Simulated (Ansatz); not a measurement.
# AlH₃+ (doublet): from Hartree-Fock to the top rungs at distance Al1–H3 = 1.411 Å, cc-pVTZ

How much of the correlation energy of AlH₃+ (doublet) does each wave-function method recover here?

Program: Ansatz 0.2.0, Gaussian basis. Level of theory: cc-pVTZ, core rule «outside noble gas», up to 5 orbitals frozen. These are calculated values, not measurements.

The runs, in order: UHF; CCSD(T) on ROHF; CCSD(T) on UHF; BCCD(T) on ROHF; CCSDT(Q) on ROHF; CCSDT(Q) on UHF; CASSCF and MRCISD+Q, 3 electrons in 3 orbitals; CASSCF and NEVPT2, 3 electrons in 3 orbitals; Full CI.

22 further runs of the same task are left out: 20 for a known fault of the program, 2 that didn't finish.

## (1) What is computed

The geometry derives from a PBE0/def2-TZVP stationary point (not a proven minimum). One bond is set to the value named and the two fragments are kept rigid.

4 atoms, charge 1, spin multiplicity 2.

Atoms are counted from 1 here; the program's logs count them from 0.

Bond lengths: Al1–H2 1.560 Å, Al1–H3 1.411 Å. Angles: H2–Al1–H3 167.6°.

Geometry (Å):

```
atom    x (Å)     y (Å)     z (Å)
 Al1  0.00000   0.05769   0.00499
  H2  0.00000   0.22673  -1.54621
  H3  0.00000   0.21055   1.40768
  H4  0.00000  -1.98148   0.00499
```

## (2) UHF

in.yaml

```yaml
crystal:
  periodic: [false, false, false]
  atoms:
    - {symbol: Al, position_ang: [0.000000, 0.057687, 0.004988]}
    - {symbol: H, position_ang: [0.000000, 0.226729, -1.546210]}
    - {symbol: H, position_ang: [0.000000, 0.210546, 1.407684]}
    - {symbol: H, position_ang: [0.000000, -1.981485, 0.004988]}
basis:
  gaussian: {orbitals: cc-pVTZ}
total_charge: 1
magnetization: {spin_polarized: true, initial_magnetization: 1}
hamiltonian: {xc: hf}
output: {orbitals: {seedname: orbitals}}
```

The run is started by

```console
> ansatz run in.yaml --threads 1 --pin off --events-out ev --progress --plain --max-ram 4096MiB --backend cpu
```

The runs that follow: CCSD(T) on ROHF; CCSD(T) on UHF; BCCD(T) on ROHF; CCSDT(Q) on ROHF; CCSDT(Q) on UHF; CASSCF and MRCISD+Q, 3 electrons in 3 orbitals; CASSCF and NEVPT2, 3 electrons in 3 orbitals; Full CI.

Q: Predict the results of all the runs planned. Wanted: FCI below the RHF energy; RMP2 from FCI; UMP2 from FCI; RCCSD from FCI; RCCSD(T) from FCI; UCCSD(T) from FCI; RCCSDT(Q) from FCI; UCCSDT(Q) from FCI; NEVPT2 pair from FCI.

**Answer**, as computed:

```
                         quantity                                                                                           value
         FCI below the RHF energy                                                                                      -2.2707 eV
                    RMP2 from FCI                                                                                      +524.2 meV
                    UMP2 from FCI                                                                                      +519.0 meV
                   RCCSD from FCI                                                                                       +36.2 meV
                RCCSD(T) from FCI                                                                                       +10.0 meV
                UCCSD(T) from FCI                                                                                        +9.9 meV
               RCCSDT(Q) from FCI                                                                                        +0.2 meV
               UCCSDT(Q) from FCI                                                                                        +0.2 meV
             NEVPT2 pair from FCI                                                                                      +532.9 meV
           MRCISD+Q pair from FCI                                                                                       -15.5 meV
levels within 1 kcal/mol (43 meV)  RCCSD, UCCSD, RCCSD(T), UCCSD(T), BCCD(T), RCCSDT, UCCSDT, RCCSDT(Q), UCCSDT(Q), MRCISD+Q pair
                    T1 diagnostic                                                                                           0.019
   effectively unpaired electrons                                                                                            1.03
```

RCCSD(T) lands +10.0 meV from the yardstick (0.4 % of the correlation energy). MRCISD+Q pair falls below full CI: the +Q correction isn't variational, and the cores differ from full CI's. One determinant dominates. Of the multireference levels listed MRCISD+Q pair comes nearest in total energy (-15.5 meV), which doesn't show that its space is the better one. These misses are within one basis, not against nature; the frozen cores of restricted and unrestricted runs differ, which can shift their rows.
